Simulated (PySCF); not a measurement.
## Working out the ionisation energy of F

F [He] 2s2 2p5 (2P) → F⁺ [He] 2s2 2p4 (3P). Calculation: PySCF 2.14, in dyall-acv3z; the spin-free X2C one-electron Hamiltonian (Gaussian nucleus). Frozen: 1s2; the 19 highest virtual orbitals dropped. Energies in hartree (1 hartree = 27.21139 eV):

```csv
part,F (lower),F⁺ (upper)
UHF,-99.503178,-98.928515
CCSD correlation,-0.223295,-0.166548
(T),-0.004607,-0.002365
```

**Question.** What does Hartree-Fock give?

**Answer.** (-98.928515) − (-99.503178) = 0.574663 hartree = 15.637 eV.

**Question.** What do CCSD and CCSD(T) give?

**Answer.** The CCSD correlation energies differ by 0.056747 hartree = 1.544 eV and the triples by 0.002242 hartree = 0.061 eV, so CCSD gives 17.181 eV and CCSD(T) 17.242 eV.

Measured between the centres of the two terms (NIST): 17.427 eV, so CCSD(T) (valence) is off by -0.185 eV.

What remains against the reference includes basis incompleteness, the frozen core and higher excitations.
